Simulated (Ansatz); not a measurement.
Results of r²SCAN-D4 (PAW; Ansatz, a quantum-chemistry and plane-wave program) for bcc V.

Run with plane-wave cutoff 500 eV, 34×34×34 k mesh, Fermi–Dirac smearing 0.1 eV, no spin polarisation, scalar-relativistic PAW data made under PBE.

Computed at the level's own relaxed cell.

**Question.** Give the computed volume per atom and equilibrium lattice constant a.

**Answer.** 
volume per atom: 13.20 Å³/atom
equilibrium lattice constant a: 2.978 Å

Measured, for comparison: equilibrium volume per atom 13.79 Å³/atom, lattice constant a 3.021 Å (static lattice: zero-point anharmonic expansion removed; as tabulated in Mejia-Rodriguez and Trickey (2018), arXiv:1807.09216). Computed (rounded) less measured: equilibrium volume per atom -4.3 %, lattice constant a -1.4 %.

The result took around 70 core-seconds (rough).
